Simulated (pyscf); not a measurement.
## Four-centre exchange: HO–AsH–OH (SMILES O[AsH]O) + SiH₄ (SMILES [SiH4]) → HO–AsH–O–SiH₃ (SMILES O[AsH]O[SiH3]) + H₂ (SMILES [H][H])

Gas phase, singlet surface, charge 0. Bonds broken: O1–H4, Si7–H8. Bonds formed: O1–Si7, H4–H8. PySCF, gas phase, ωB97X-D3(BJ)/def2-SVP geometries.

Transition state (Å):

```xyz
11

O     -1.5762     0.1257     0.7271
As    -1.7343    -1.7001     0.6943
O     -0.5476    -2.0436    -0.5878
H     -1.9021     0.8862    -0.0144
H     -0.7059    -1.8736     1.7955
H     -0.9956    -2.1697    -1.4345
Si    -0.0323     1.1815     0.5257
H     -1.3742     1.8287    -0.4524
H      0.7865     1.0878    -0.7167
H      0.6799     0.2399     1.4731
H      0.0670     2.4914     1.2316
```

One imaginary mode, 1236i cm⁻¹; descent along it reached the two sides named.

```
bond    change  reactant side (Å)  saddle  product side
------  ------  -----------------  ------  ------------
O1–H4   breaks              0.965   1.111         2.481
Si7–H8  breaks              1.489   1.782           4.1
O1–Si7   forms                2.9   1.881         1.677
H4–H8    forms                3.1   1.166         0.761
```

Electronic energies relative to the separated reactants (kcal/mol):

| level | barrier | reaction energy | reverse barrier |
|---|---|---|---|
| ωB97X-D3(BJ)/def2-TZVP | 34.2 | -19.3 | 53.5 |
| PBE/def2-TZVP | 30.4 | -14.2 | 44.6 |
| r²SCAN/def2-TZVP | 31.2 | -17.8 | 49.0 |
| B3LYP-D3(BJ)/def2-TZVP | 33.6 | -18.1 | 51.7 |
| PBE0-D3(BJ)/def2-TZVP | 31.9 | -15.8 | 47.7 |
| M06-2X/def2-TZVP | 34.4 | -20.7 | 55.1 |
| ωB97M-D3(BJ)/def2-TZVP | 34.5 | -17.2 | 51.7 |
| HF/def2-TZVP | 54.1 | -15.4 | 69.6 |

With ωB97M-D3(BJ)/def2-TZVP energies and thermal terms (ideal gas, 1 atm, RRHO with modes under 100 cm⁻¹ raised to 100, one conformer, R ln 2 for chiral ones without a mode under 150 cm⁻¹), in kcal/mol:

```csv
T (K),ΔH‡,ΔG‡,ΔH,ΔG
298,32.8,43.3,-19.5,-17.3
600,33.0,53.9,-18.3,-15.7
900,33.7,64.3,-17.5,-14.5
1200,34.5,74.3,-16.8,-13.6
```

One saddle was located; it need not be the lowest between these sides. Elements up to Kr have no core potential and no relativistic terms here.
